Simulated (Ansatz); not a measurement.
Species: C2H5N, charge 0, singlet. C2H5N (SMILES C1CN1).
B3LYP-D3(BJ)/def2-TZVP minimum from Ansatz (a program for electronic structure):
```xyz
8

C     -0.0266    -0.3964     0.7404
N     -0.0403     0.8719     0.0001
C     -0.0474    -0.3972    -0.7389
H      0.8868     1.2834    -0.0132
H     -0.9333    -0.6098     1.2927
H     -0.9693    -0.6112    -1.2653
H      0.8882    -0.7010     1.2359
H      0.8531    -0.7023    -1.2597
```
Charge 0, spin multiplicity 1.

Hartree-Fock and CCSD(T) correlation energies in hartree (Ansatz). UHF or UKS for unpaired electrons; spin-orbit terms are left out. Cores are frozen in correlated methods. No relativity.

| basis | X | E(HF) | E(corr, CCSD(T)) |
|---|---|---|---|
| cc-pVTZ | 3 | -133.08993 | -0.59941 |
| cc-pVQZ | 4 | -133.09931 | -0.63077 |
| cc-pV5Z | 5 | -133.10166 | withheld |

Q: Fit E(corr) = E∞ + A/X³ to X = 3 and 4, predict X = 5, and compare with the run.

A: A = (-0.59941 - (-0.63077))/(1/27 - 1/64) = 1.4646; E∞ = -0.63077 - A/64 = -0.65365; at X = 5, E∞ + A/125 = -0.64194. The run gave -0.64111, 0.83 mEh above the prediction. The same form on X = 4 and 5 gives E∞ = -0.65196, 1.70 mEh above the first estimate.
